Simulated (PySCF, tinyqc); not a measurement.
Worked calculation: coupled-perturbed Hartree-Fock on RHF in the sto-3g basis, for CH+, spin multiplicity 1. The lowest restricted solution is unstable here: a spin-polarised one lies 0.0126 hartree lower (PySCF). Computed by tinyqc, a small Python program that keeps every step (integrals from PySCF). Settings: charge = 1, multiplicity = 1, basis = sto-3g, method = RHF, energy threshold = 1e-10, iteration cap = 78, orthogonalisation = symmetric, start = Wolfsberg-Helmholz matrix, DIIS depth = 6. Command: `OMP_NUM_THREADS=1 python tinyqc.py 24116 24117 out.jsonl` (the two numbers bound the seeds that draw the settings). One thread of a shared host (Intel(R) Xeon(R) Processor @ 2.60GHz), about 0.1 s of CPU time with the checks. The early iterations of the SCF are left out here.

## One-electron integrals

Geometry (angstrom):
```
atom        x        y        z
C     0.00000  0.00000  0.00000
H     0.00000  0.00000  1.06800
```

Basis sto-3g: exponents (1/bohr^2) and contraction coefficients of normalised primitives:
```
element  l (shell)  exponent  coefficient
C            s (1)  71.61684      0.15433
C            s (1)  13.04510      0.53533
C            s (1)   3.53051      0.44463
C            s (2)   2.94125     -0.09997
C            s (2)   0.68348      0.39951
C            s (2)   0.22229      0.70012
C            p (3)   2.94125      0.15592
C            p (3)   0.68348      0.60768
C            p (3)   0.22229      0.39196
H            s (1)   3.42525      0.15433
H            s (1)   0.62391      0.53533
H            s (1)   0.16886      0.44463
```

Overlap, kinetic and nuclear-attraction integrals over the contracted functions; the nuclear repulsion is the sum of Za Zb / Rab.

nuclear repulsion = 2.9729057 hartree

overlap S, order 1C 1s, 1C 2s, 1C 2px, 1C 2py, 1C 2pz, 2H 1s:
```
[[1.00000, 0.24836, 0.00000, 0.00000, 0.00000, 0.06556],
 [0.24836, 1.00000, 0.00000, 0.00000, 0.00000, 0.50348],
 [0.00000, 0.00000, 1.00000, 0.00000, 0.00000, 0.00000],
 [0.00000, 0.00000, 0.00000, 1.00000, 0.00000, 0.00000],
 [0.00000, 0.00000, 0.00000, 0.00000, 1.00000, 0.47471],
 [0.06556, 0.50348, 0.00000, 0.00000, 0.47471, 1.00000]]
```

kinetic energy T (hartree), order 1C 1s, 1C 2s, 1C 2px, 1C 2py, 1C 2pz, 2H 1s:
```
[[15.89112, -0.08589, 0.00000, 0.00000, 0.00000, -0.00965],
 [-0.08589, 0.47225, 0.00000, 0.00000, 0.00000, 0.11419],
 [0.00000, 0.00000, 1.47773, 0.00000, 0.00000, 0.00000],
 [0.00000, 0.00000, 0.00000, 1.47773, 0.00000, 0.00000],
 [0.00000, 0.00000, 0.00000, 0.00000, 1.47773, 0.27489],
 [-0.00965, 0.11419, 0.00000, 0.00000, 0.27489, 0.76003]]
```

nuclear attraction V (hartree), order 1C 1s, 1C 2s, 1C 2px, 1C 2py, 1C 2pz, 2H 1s:
```
[[-34.14823, -4.31529, 0.00000, 0.00000, -0.01764, -1.16448],
 [-4.31529, -5.66987, 0.00000, 0.00000, -0.17811, -2.48496],
 [0.00000, 0.00000, -5.58423, 0.00000, 0.00000, 0.00000],
 [0.00000, 0.00000, 0.00000, -5.58423, 0.00000, 0.00000],
 [-0.01764, -0.17811, 0.00000, 0.00000, -5.71641, -2.21861],
 [-1.16448, -2.48496, 0.00000, 0.00000, -2.21861, -4.12960]]
```

core Hamiltonian H = T + V (hartree), order 1C 1s, 1C 2s, 1C 2px, 1C 2py, 1C 2pz, 2H 1s:
```
[[-18.25710, -4.40118, 0.00000, 0.00000, -0.01764, -1.17413],
 [-4.40118, -5.19762, 0.00000, 0.00000, -0.17811, -2.37077],
 [0.00000, 0.00000, -4.10650, 0.00000, 0.00000, 0.00000],
 [0.00000, 0.00000, 0.00000, -4.10650, 0.00000, 0.00000],
 [-0.01764, -0.17811, 0.00000, 0.00000, -4.23868, -1.94372],
 [-1.17413, -2.37077, 0.00000, 0.00000, -1.94372, -3.36957]]
```

## Two-electron integrals

Functions are numbered as in S; the eight-fold symmetry (ij|kl) = (ji|kl) = (kl|ij) leaves the list below.

Two-electron integrals (ij|kl) in chemists' order, unique and non-zero (hartree):
```
(11|11) 3.54195   (21|11) 0.57692   (21|21) 0.11189   (22|11) 0.85468
(22|21) 0.20528   (22|22) 0.62471   (31|31) 0.02030   (32|31) 0.03086
(32|32) 0.13800   (33|11) 0.85244   (33|21) 0.20534   (33|22) 0.62457
(33|33) 0.67283   (41|41) 0.02030   (42|41) 0.03086   (42|42) 0.13800
(43|43) 0.03627   (44|11) 0.85244   (44|21) 0.20534   (44|22) 0.62457
(44|33) 0.60030   (44|44) 0.67283   (51|51) 0.02030   (52|51) 0.03086
(52|52) 0.13800   (53|53) 0.03627   (54|54) 0.03627   (55|11) 0.85244
(55|21) 0.20534   (55|22) 0.62457   (55|33) 0.60030   (55|44) 0.60030
(55|55) 0.67283   (61|11) 0.15369   (61|21) 0.02960   (61|22) 0.05413
(61|33) 0.05394   (61|44) 0.05394   (61|51) 0.00183   (61|52) 0.00337
(61|55) 0.05451   (61|61) 0.00801   (62|11) 0.34408   (62|21) 0.08363
(62|22) 0.27714   (62|33) 0.27074   (62|44) 0.27074   (62|51) 0.00796
(62|52) 0.05315   (62|55) 0.28969   (62|61) 0.02304   (62|62) 0.15691
(63|31) 0.00881   (63|32) 0.04547   (63|53) 0.01061   (63|63) 0.02011
(64|41) 0.00881   (64|42) 0.04547   (64|54) 0.01061   (64|64) 0.02011
(65|11) 0.28378   (65|21) 0.06990   (65|22) 0.24567   (65|33) 0.23321
(65|44) 0.23321   (65|51) 0.01464   (65|52) 0.08951   (65|55) 0.27032
(65|61) 0.02023   (65|62) 0.16543   (65|65) 0.19139   (66|11) 0.48302
(66|21) 0.11942   (66|22) 0.44741   (66|33) 0.42351   (66|44) 0.42351
(66|51) 0.01500   (66|52) 0.13176   (66|55) 0.49470   (66|61) 0.03346
(66|62) 0.31250   (66|65) 0.36504   (66|66) 0.77461
```

## Orthogonalisation

S = U s U^T; symmetric (Loewdin) form X = U s^(-1/2) U^T, so that X^T S X = 1.

eigenvalues of S: [0.29764, 0.81841, 1.00000, 1.00000, 1.14812, 1.73582]

X, order 1C 1s, 1C 2s, 1C 2px, 1C 2py, 1C 2pz, 2H 1s:
```
[[1.02573, -0.14311, 0.00000, 0.00000, -0.01277, 0.02727],
 [-0.14311, 1.18229, 0.00000, 0.00000, 0.14595, -0.38370],
 [0.00000, 0.00000, 1.00000, 0.00000, 0.00000, 0.00000],
 [0.00000, 0.00000, 0.00000, 1.00000, 0.00000, 0.00000],
 [-0.01277, 0.14595, 0.00000, 0.00000, 1.13478, -0.35548],
 [0.02727, -0.38370, 0.00000, 0.00000, -0.35548, 1.28782]]
```

## Iteration 7 (converged): orbitals

converged F (hartree), order 1C 1s, 1C 2s, 1C 2px, 1C 2py, 1C 2pz, 2H 1s:
```
[[-11.71254, -3.11471, 0.00000, 0.00000, -0.02233, -0.83817],
 [-3.11471, -1.93728, 0.00000, 0.00000, -0.11387, -0.97412],
 [0.00000, 0.00000, -0.29757, 0.00000, 0.00000, 0.00000],
 [0.00000, 0.00000, 0.00000, -0.29757, 0.00000, 0.00000],
 [-0.02233, -0.11387, 0.00000, 0.00000, -0.82045, -0.71635],
 [-0.83817, -0.97412, 0.00000, 0.00000, -0.71635, -0.93795]]
```

Diagonalise F' = X^T F X, C = X C', fill 3 alpha and 3 beta electrons from the bottom; D = 2 C_occ C_occ^T. Each column has its largest component positive (the first on a tie).

F' = X^T F X (hartree):
```
[[-11.48771, -1.54000, 0.00000, 0.00000, -0.03736, -0.13018],
 [-1.54000, -1.21577, 0.00000, 0.00000, 0.10731, -0.48355],
 [0.00000, 0.00000, -0.29757, 0.00000, 0.00000, 0.00000],
 [0.00000, 0.00000, 0.00000, -0.29757, 0.00000, 0.00000],
 [-0.03736, 0.10731, 0.00000, 0.00000, -0.57228, -0.53149],
 [-0.13018, -0.48355, 0.00000, 0.00000, -0.53149, -0.35891]]
```

orbital energies (hartree): [-11.71720, -1.27743, -0.87138, -0.29757, -0.29757, 0.23134]

coefficients C, order 1C 1s, 1C 2s, 1C 2px, 1C 2py, 1C 2pz, 2H 1s:
```
[[0.99417, -0.22496, 0.14654, 0.00000, 0.00000, 0.11422],
 [0.02449, 0.75219, -0.64751, 0.00000, 0.00000, -0.77535],
 [0.00000, 0.00000, 0.00000, 0.88991, 0.45613, 0.00000],
 [0.00000, 0.00000, 0.00000, -0.45613, 0.88991, 0.00000],
 [0.00550, 0.25223, 0.69043, 0.00000, 0.00000, -0.94616],
 [-0.00720, 0.31505, 0.34896, 0.00000, 0.00000, 1.30833]]
```

D after iteration 7, order 1C 1s, 1C 2s, 1C 2px, 1C 2py, 1C 2pz, 2H 1s:
```
[[2.12092, -0.47951, 0.00000, 0.00000, 0.09980, -0.05380],
 [-0.47951, 1.97130, 0.00000, 0.00000, -0.51440, 0.02169],
 [0.00000, 0.00000, 0.00000, 0.00000, 0.00000, 0.00000],
 [0.00000, 0.00000, 0.00000, 0.00000, 0.00000, 0.00000],
 [0.09980, -0.51440, 0.00000, 0.00000, 1.08069, 0.64072],
 [-0.05380, 0.02169, 0.00000, 0.00000, 0.64072, 0.44216]]
```

Within a degenerate level the vectors are fixed only up to a rotation; this is one choice.

## Convergence

Stop when the energy changes by less than 1e-10 hartree and every element of the error matrix X^T (F D S - S D F) X is below 3e-06.

Course of the cycle:
```
iteration  E (hartree)     change  largest element of the error matrix
1          -37.3666988          -                             2.22e-01
2          -37.4385305  -7.18e-02                             6.80e-02
3          -37.4457300  -7.20e-03                             7.94e-03
4          -37.4457837  -5.37e-05                             5.91e-04
5          -37.4457839  -2.16e-07                             1.75e-05
6          -37.4457839  -1.99e-10                             9.39e-07
7          -37.4457839  -5.47e-13                             8.91e-10
```

PySCF RHF in the same basis = -37.4457839 hartree

Converged in 7 iterations.

## Integrals over molecular orbitals

(pq|rs) = sum C_ip C_jq C_kr C_ls (ij|kl), one index at a time.

one-electron integrals over orbitals h = C^T H C (hartree):
```
[[-18.24509, 0.34112, -0.21363, 0.00000, 0.00000, -0.16160],
 [0.34112, -4.31104, 0.14262, 0.00000, 0.00000, 0.62193],
 [-0.21363, 0.14262, -3.99654, 0.00000, 0.00000, 0.39231],
 [0.00000, 0.00000, 0.00000, -4.10650, 0.00000, 0.00000],
 [0.00000, 0.00000, 0.00000, 0.00000, -4.10650, 0.00000],
 [-0.16160, 0.62193, 0.39231, 0.00000, 0.00000, -3.13194]]
```

Two-electron integrals over orbitals (pq|rs), unique and non-zero (hartree):
```
(11|11) 3.51235    (21|11) -0.29687   (21|21) 0.04136    (22|11) 0.75583
(22|21) -0.00483   (22|22) 0.62759    (31|11) 0.19086    (31|21) -0.02120
(31|22) 0.02027    (31|31) 0.02770    (32|11) -0.08164   (32|21) 0.00940
(32|22) 0.05848    (32|31) 0.00955    (32|32) 0.08326    (33|11) 0.78648
(33|21) -0.01493   (33|22) 0.50949    (33|31) -0.00837   (33|32) -0.05903
(33|33) 0.64419    (41|41) 0.02151    (42|41) 0.02379    (42|42) 0.09495
(43|41) -0.01528   (43|42) -0.04584   (43|43) 0.05764    (44|11) 0.85206
(44|21) -0.00927   (44|22) 0.56499    (44|31) 0.00558    (44|32) -0.04330
(44|33) 0.57447    (44|44) 0.67283    (51|51) 0.02151    (52|51) 0.02379
(52|52) 0.09495    (53|51) -0.01528   (53|52) -0.04584   (53|53) 0.05764
(54|54) 0.03627    (55|11) 0.85206    (55|21) -0.00927   (55|22) 0.56499
(55|31) 0.00558    (55|32) -0.04330   (55|33) 0.57447    (55|44) 0.60030
(55|55) 0.67283    (61|11) 0.14939    (61|21) -0.02530   (61|22) -0.00941
(61|31) 0.00040    (61|32) -0.01496   (61|33) 0.01983    (61|44) 0.00369
(61|55) 0.00369    (61|61) 0.02496    (62|11) -0.21950   (62|21) 0.00341
(62|22) -0.06258   (62|31) -0.01272   (62|32) 0.02974    (62|33) -0.04105
(62|44) -0.10758   (62|55) -0.10758   (62|61) 0.00603    (62|62) 0.10779
(63|11) -0.14238   (63|21) 0.00466    (63|22) 0.00633    (63|31) 0.00524
(63|32) 0.06357    (63|33) -0.09008   (63|44) -0.06593   (63|55) -0.06593
(63|61) -0.00803   (63|62) 0.06131    (63|63) 0.08825    (64|41) -0.01109
(64|42) -0.04163   (64|43) 0.00662    (64|64) 0.02878    (65|51) -0.01109
(65|52) -0.04163   (65|53) 0.00662    (65|65) 0.02878    (66|11) 0.69279
(66|21) -0.00372   (66|22) 0.60199    (66|31) 0.01731    (66|32) 0.08711
(66|33) 0.49736    (66|44) 0.50202    (66|55) 0.50202    (66|61) -0.00875
(66|62) 0.01480    (66|63) 0.05456    (66|66) 0.67385
```

## Response to a field: uncoupled start

dipole integrals <a|z|i> (bohr), order a4, a5, a6:
```
[[0.00000, 0.00000, 0.00000],
 [0.00000, 0.00000, 0.00000],
 [-0.06635, 0.50830, 0.87633]]
```

Field along z; U_ai = -mu_ai / (e_a - e_i), alpha = -4 sum U_ai mu_ai.

uncoupled U, order a4, a5, a6:
```
[[0.00000, 0.00000, 0.00000],
 [0.00000, 0.00000, 0.00000],
 [0.00555, -0.33690, -0.79469]]
```

uncoupled polarisability = 3.47210 bohr^3

## Coupled step 1

U_ai = -(mu_ai + sum_bj [4 (ai|bj) - (ab|ij) - (aj|bi)] U_bj) / (e_a - e_i); alpha = -4 sum U_ai mu_ai.

U after step 1, order a4, a5, a6:
```
[[0.00000, 0.00000, 0.00000],
 [0.00000, 0.00000, 0.00000],
 [0.00370, -0.34819, -0.93254]]
```

polarisability = 3.97776 bohr^3

## Coupled step 2

As before.

U after step 2, order a4, a5, a6:
```
[[0.00000, 0.00000, 0.00000],
 [0.00000, 0.00000, 0.00000],
 [0.00315, -0.34141, -0.96069]]
```

polarisability = 4.06250 bohr^3

## Coupled polarisability

Repeat until U stops changing; compare with -d2E/dF2.

Course of the coupled iterations:
```
step  alpha (bohr^3)
0            3.47210
1            3.97776
2            4.06250
3            4.07920
4            4.08299
5            4.08394
6            4.08418
7            4.08425
8            4.08427
9            4.08427
10           4.08427
11           4.08427
12           4.08428
13           4.08428
14           4.08428
```

coupled polarisability = 4.08428 bohr^3

finite-field check, fields of +/-0.001 au = 4.08428 bohr^3
